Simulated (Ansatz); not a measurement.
System: diamond. Method: BLYP (Ansatz, an electronic-structure program, PAW).

From the output:

```
Crystal: 2 atoms, lattice volume = 11.639 Å³
Basis set: ecut = 520 eV, 331 PW (Γ), exchange–correlation on 40×40×40 points (8 copies of the dense FFT grid, shifted against one another)
Bands: 8, of which v1, the nominal top of the filled ones, is band 4 counted from 1 (3 counted from 0)
Symmetry: 48 space group operations
Space group: Fd-3m (ITA 227), of the structure as read, at distance tolerance 2.3e-5 Å
k-points: 145 of 4096
Functional: x = b88, c = lyp
SCF iter   1: F=—  HF=-503.012693 eV  |F-HF|=—  |Δ(HF+E_count)|=         —  Δρ=1.87e-2  dr2=2.76e-2
SCF iter   2: F=—  HF=-503.001701 eV  |F-HF|=—  |Δ(HF+E_count)|=   1.10e-2  Δρ=7.36e-3  dr2=4.32e-3
  ...
SCF iter   5: F=-502.999724 eV  HF=-502.999724 eV  |F-HF|=4.03e-11  |Δ(HF+E_count)|=   1.33e-7  Δρ=1.09e-6  dr2=3.72e-11
SCF iter   6: F=-502.999724 eV  HF=-502.999724 eV  |F-HF|=3.07e-12  |Δ(HF+E_count)|=  3.77e-11  Δρ=2.35e-7  dr2=1.58e-12
SCF 1 converged in 6 iterations: F = -502.999724 eV  dr2 = 1.58e-12
SCF converged after 6 iterations
Free energy (F): -502.999724 eV
Internal energy: -502.999724 eV  (E = F + TS)
E sigma→0 (E₀):  -502.999724 eV
Fermi energy:    15.331095 eV
--- Forces (eV/Å), atoms counted from 1 ---
  atom   1  C      0.00000000     0.00000000    -0.00000000
  atom   2  C      0.00000000    -0.00000000    -0.00000000
--- Stress (GPa, compression-positive) ---
        0.000224       0.000000       0.000000
       -0.000000       0.000224      -0.000000
        0.000000       0.000000       0.000224
  P = ⅓ Tr σ = 0.0002 GPa (0.002 kbar)
```

Write an input file that could have produced this run (the log leaves some choices open).

This is not unique; one that fits is 
Ansatz 0.2 input:
```yaml
crystal:
  lattice:
    - [0.0, 1.7987380397, 1.7987380397]
    - [1.7987380397, 0.0, 1.7987380397]
    - [1.7987380397, 1.7987380397, 0.0]
  atoms:
    - { symbol: C, position: [0.0, 0.0, 0.0] }
    - { symbol: C, position: [0.25, 0.25, 0.25] }
basis:
  ecutwfc: 520
  ecutrho_ratio: 4
  xc_grid: 2
kpoints:
  mp_grid: { grid: [16, 16, 16] }
  band_path:
    path:
      - [0.0, 0.0, 0.0]
      - [0.027778, 0.0, 0.027778]
      - [0.055556, 0.0, 0.055556]
      - [0.083333, 0.0, 0.083333]
      - [0.111111, 0.0, 0.111111]
      - [0.138889, 0.0, 0.138889]
      - [0.166667, 0.0, 0.166667]
      - [0.194444, 0.0, 0.194444]
      - [0.222222, 0.0, 0.222222]
      - [0.25, 0.0, 0.25]
      - [0.277778, 0.0, 0.277778]
      - [0.305556, 0.0, 0.305556]
      - [0.333333, 0.0, 0.333333]
      - [0.361111, 0.0, 0.361111]
      - [0.388889, 0.0, 0.388889]
      - [0.416667, 0.0, 0.416667]
      - [0.444444, 0.0, 0.444444]
      - [0.472222, 0.0, 0.472222]
      - [0.5, 0.0, 0.5]
      - [0.525, 0.05, 0.525]
      - [0.55, 0.1, 0.55]
      - [0.575, 0.15, 0.575]
      - [0.6, 0.2, 0.6]
      - [0.625, 0.25, 0.625]
      - [0.375, 0.375, 0.75]
      - [0.355263, 0.355263, 0.710526]
      - [0.335526, 0.335526, 0.671053]
      - [0.315789, 0.315789, 0.631579]
      - [0.296053, 0.296053, 0.592105]
      - [0.276316, 0.276316, 0.552632]
      - [0.256579, 0.256579, 0.513158]
      - [0.236842, 0.236842, 0.473684]
      - [0.217105, 0.217105, 0.434211]
      - [0.197368, 0.197368, 0.394737]
      - [0.177632, 0.177632, 0.355263]
      - [0.157895, 0.157895, 0.315789]
      - [0.138158, 0.138158, 0.276316]
      - [0.118421, 0.118421, 0.236842]
      - [0.098684, 0.098684, 0.197368]
      - [0.078947, 0.078947, 0.157895]
      - [0.059211, 0.059211, 0.118421]
      - [0.039474, 0.039474, 0.078947]
      - [0.019737, 0.019737, 0.039474]
      - [0.033333, 0.033333, 0.033333]
      - [0.066667, 0.066667, 0.066667]
      - [0.1, 0.1, 0.1]
      - [0.133333, 0.133333, 0.133333]
      - [0.166667, 0.166667, 0.166667]
      - [0.2, 0.2, 0.2]
      - [0.233333, 0.233333, 0.233333]
      - [0.266667, 0.266667, 0.266667]
      - [0.3, 0.3, 0.3]
      - [0.333333, 0.333333, 0.333333]
      - [0.366667, 0.366667, 0.366667]
      - [0.4, 0.4, 0.4]
      - [0.433333, 0.433333, 0.433333]
      - [0.466667, 0.466667, 0.466667]
      - [0.5, 0.5, 0.5]
      - [0.5, 0.479167, 0.520833]
      - [0.5, 0.458333, 0.541667]
      - [0.5, 0.4375, 0.5625]
      - [0.5, 0.416667, 0.583333]
      - [0.5, 0.395833, 0.604167]
      - [0.5, 0.375, 0.625]
      - [0.5, 0.354167, 0.645833]
      - [0.5, 0.333333, 0.666667]
      - [0.5, 0.3125, 0.6875]
      - [0.5, 0.291667, 0.708333]
      - [0.5, 0.270833, 0.729167]
      - [0.5, 0.25, 0.75]
      - [0.5, 0.21875, 0.71875]
      - [0.5, 0.1875, 0.6875]
      - [0.5, 0.15625, 0.65625]
      - [0.5, 0.125, 0.625]
      - [0.5, 0.09375, 0.59375]
      - [0.5, 0.0625, 0.5625]
      - [0.5, 0.03125, 0.53125]
    npoints: 1
hamiltonian:
  xc: blyp
  dispersion: none
  pseudopotentials: { kind: paw }
scf:
  occupations: { method: fermi_dirac, width: 0.01 }
  convergence: { dr2_threshold: 0.0000000002 }
output:
  forces: true
  stress: true
  eigenvalues: true
  write_bands: true
```

The PAW data were made under PBE.
